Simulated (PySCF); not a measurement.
Molecule: `CP(C)P(F)F`, C$_{2}$H$_{6}$F$_{2}$P$_{2}$.

Numbering as in the mapped SMILES `[CH3:1][P:2]([CH3:3])[P:4]([F:5])[F:6]`. Each H is labelled by its parent atom.

Geometry PBE0-D3(BJ)/def2-SVP throughout; GIAO in PySCF 2.14, gas phase, one conformer, non-relativistic; equivalent atoms averaged; basis pcSseg-1.

For orientation, B97-2 gives these absolute shieldings σ: C1/C3 175.8, P4 -3.5, P2 380.2, F5/F6 293.3, H(C1)/H(C3) 30.30 ppm.

A run gave: C1/C3 182.2, P4 -18.8, P2 393.1, F5/F6 303.9, H(C1)/H(C3) 30.30 ppm (absolute shieldings σ).

Question: Which functional was used in that run?
A. WP04
B. BHandHLYP
C. LC-wPBE
D. wB97X-D
E. CAM-B3LYP

Answer: C. C1/C3 tells them apart best: LC-wPBE gives 182.2, wB97X-D gives 177.2, BHandHLYP gives 176.6, CAM-B3LYP gives 175.1, WP04 gives 163.0 ppm.
